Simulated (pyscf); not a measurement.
PySCF, gas phase, ωB97X-D3(BJ)/def2-SVP geometries.

### Question
`[CH3][CH2][ZnH]` + `[FH]` → `[CH3][CH3]` + `[F][ZnH]`
Surface: singlet. Broken: C–Zn, F–H. Formed: C–H, F–Zn. Give ΔE‡ and ΔE from ωB97M-D3(BJ)/def2-TZVP, relative to the separated reactants.

### Answer
ΔE‡ = 7.3 kcal/mol, ΔE = -29.7 kcal/mol. Zero-point energy shifts the barrier by -0.5 kcal/mol. It is a four-centre exchange, with an imaginary mode of 1013i cm⁻¹. This is the saddle that the search found; another between the same sides may lie lower. Elements up to Kr have no core potential and no relativistic terms here.
